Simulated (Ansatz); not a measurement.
**BPH₃ (doublet): wave-function methods side by side, cc-pVDZ**

One table from this session's results is given with a row withheld; the runs are named, their logs left out.

Method: cc-pVDZ, core rule «outside noble gas», up to 6 orbitals frozen; program: Ansatz 0.2.0, Gaussian basis.

The runs, in order: UHF; CCSD(T) on ROHF; CCSD(T) on UHF; BCCD(T) on ROHF; CISD; CCSDT(Q) on ROHF; CCSDT(Q) on UHF.

17 further runs of the same task are left out: 10 that didn't finish, 7 set aside as unsound or not needed.

### The geometry

The geometry is a PBE0/def2-TZVP stationary point (not a proven minimum).

5 atoms, charge 0, spin multiplicity 2.

Atoms are counted from 1 here; the program's logs count them from 0.

Bond lengths: B1–P2 1.817 Å, B1–H3 1.187 Å, P2–H4 1.416 Å, P2–H5 1.410 Å. Angles: P2–B1–H3 136.1°, B1–P2–H4 108.9°, B1–P2–H5 105.9°, H4–P2–H5 100.2°.

Set-up of the first run:

in.yaml

```yaml
crystal:
  periodic: [false, false, false]
  atoms:
    - {symbol: B, position_ang: [0.099987, 0.159970, 1.324829]}
    - {symbol: P, position_ang: [-0.079971, -0.033477, -0.473099]}
    - {symbol: H, position_ang: [0.033993, -0.552065, 2.271946]}
    - {symbol: H, position_ang: [0.685590, -1.148850, -0.892407]}
    - {symbol: H, position_ang: [0.665456, 1.013847, -1.051220]}
basis:
  gaussian: {orbitals: cc-pVDZ}
magnetization: {spin_polarized: true, initial_magnetization: 1}
hamiltonian: {xc: hf}
output: {orbitals: {seedname: orbitals}}
```

Launch:

```
> ansatz run in.yaml --threads 1 --pin off --events-out ev --progress --plain --max-ram 2393MiB
```

Among the steps run: UHF; CCSD(T) on ROHF; CCSD(T) on UHF; BCCD(T) on ROHF; CISD; CCSDT(Q) on ROHF; CCSDT(Q) on UHF.

One table of the session follows, with a row left open; its other results are not shown here.

```
   method  from UCCSDT(Q) (meV)
     ROHF               +6397.9
      UHF               +6338.0
     RMP2               +1258.1
     UMP2               +1251.7
     CISD                +719.0
    RCCSD                +233.7
    UCCSD                +232.6
 RCCSD(T)                 +44.3
 UCCSD(T)                 +44.1
  BCCD(T)                 +43.3
   RCCSDT                     ?
   UCCSDT                 +11.0
RCCSDT(Q)                  +1.2
UCCSDT(Q)                     0
```

**Question.** Estimate the row for RCCSDT.

**Answer.** from UCCSDT(Q) (meV): +11.3. In the column «from UCCSDT(Q) (meV)» it lies between UCCSDT (+11.0) and BCCD(T) (+43.3).

With the free atoms at the same levels and basis (separate runs), the atomisation energy is 12.035 eV at UCCSDT(Q), 12.011 eV at RCCSD(T), 12.010 eV at UCCSD(T), 9.606 eV at ROHF.

To keep in mind: Restricted and unrestricted rows rest on different reference determinants; where their highest levels disagree by more than a few hundredths of an eV, they describe different states and don't form one ladder.
